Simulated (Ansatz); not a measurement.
**H2F (doublet): wave-function methods side by side at distance H1–H2 along a hydrogen transfer = 0.818 Å, cc-pVDZ**

Aim: climb from Hartree-Fock through coupled cluster and multireference methods for H2F (doublet) at one geometry and basis, and see what each rung misses.

Program: Ansatz 0.2.0, Gaussian basis. Level of theory: cc-pVDZ, core rule «outside noble gas», up to 1 orbitals frozen. These are calculated values, not measurements.

Plan: UHF; CCSD(T) on ROHF; CCSD(T) on UHF; BCCD(T) on ROHF; CISD; CCSDT(Q) on ROHF; CCSDT(Q) on UHF; CCSDTQ on ROHF; CCSDTQ on UHF; CASSCF and MRCISD+Q, 3 electrons in 3 orbitals; CASSCF and NEVPT2, 3 electrons in 3 orbitals; CASSCF and MRCISD+Q, 9 electrons in 6 orbitals; CASSCF and MRCISD+Q(relaxed), 9 electrons in 6 orbitals; CASSCF and NEVPT2, 9 electrons in 6 orbitals; Full CI.

## Step 1: The system

The geometry derives from fragments relaxed apart (PBE0/def2-TZVP) and kept rigid, so it is no stationary point. A hydrogen atom is moved between rigid fragments.

3 atoms, charge 0, spin multiplicity 2.

Atoms are counted from 1 here; the program's logs count them from 0.

Bond lengths: H1–H2 0.818 Å, H2–F3 1.083 Å. Angles: H1–H2–F3 180.0°.

## Step 2: UHF

File in.yaml:

```yaml
crystal:
  periodic: [false, false, false]
  atoms:
    - {symbol: H, position_ang: [0.000000, 0.000000, -0.906333]}
    - {symbol: H, position_ang: [0.000000, 0.000000, -0.088333]}
    - {symbol: F, position_ang: [0.000000, 0.000000, 0.994667]}
basis:
  gaussian: {orbitals: cc-pVDZ}
magnetization: {spin_polarized: true, initial_magnetization: 1}
hamiltonian: {xc: hf}
output: {orbitals: {seedname: orbitals}}
```

Started as:

```console
$ ansatz run in.yaml --threads 1 --pin off --events-out ev --progress --plain --max-ram 3968MiB --backend cpu
```

The runs that follow: CCSD(T) on ROHF; CCSD(T) on UHF; BCCD(T) on ROHF; CISD; CCSDT(Q) on ROHF; CCSDT(Q) on UHF; CCSDTQ on ROHF; CCSDTQ on UHF; CASSCF and MRCISD+Q, 3 electrons in 3 orbitals; CASSCF and NEVPT2, 3 electrons in 3 orbitals; CASSCF and MRCISD+Q, 9 electrons in 6 orbitals; CASSCF and MRCISD+Q(relaxed), 9 electrons in 6 orbitals; CASSCF and NEVPT2, 9 electrons in 6 orbitals; Full CI.

Q: Predict the results of all the runs planned. Wanted: FCI below the RHF energy; RMP2 from FCI; UMP2 from FCI; RCCSD from FCI; RCCSD(T) from FCI; UCCSD(T) from FCI; RCCSDT(Q) from FCI; UCCSDT(Q) from FCI; NEVPT2 pair from FCI.

The runs gave:

| quantity | value |
| --- | --- |
| FCI below the RHF energy | -6.3550 eV |
| RMP2 from FCI | +25.9 kJ/mol |
| UMP2 from FCI | +42.0 kJ/mol |
| RCCSD from FCI | +9.4 kJ/mol |
| RCCSD(T) from FCI | +1.9 kJ/mol |
| UCCSD(T) from FCI | +1.7 kJ/mol |
| RCCSDT(Q) from FCI | 0.0 kJ/mol |
| UCCSDT(Q) from FCI | 0.0 kJ/mol |
| NEVPT2 pair from FCI | +27.2 kJ/mol |
| MRCISD+Q pair from FCI | +4.5 kJ/mol |
| NEVPT2 valence from FCI | +69.2 kJ/mol |
| levels within 1 kcal/mol (43 meV) | RCCSD(T), UCCSD(T), BCCD(T), RCCSDT, UCCSDT, RCCSDT(Q), UCCSDT(Q), RCCSDTQ, UCCSDTQ, MRCISD+Q valence, MRCISD+Q(relaxed) valence |
| T1 diagnostic | 0.019 |
| effectively unpaired electrons | 1.02 |

In words: RCCSD(T) misses by +1.9 kJ/mol, 0.3 % of the correlation energy. One determinant dominates. Of the multireference levels listed MRCISD+Q(relaxed) valence comes nearest in total energy (+0.9 kJ/mol), which doesn't show that its space is the better one. These misses are within one basis, not against nature; the frozen cores of restricted and unrestricted runs differ, which can shift their rows.
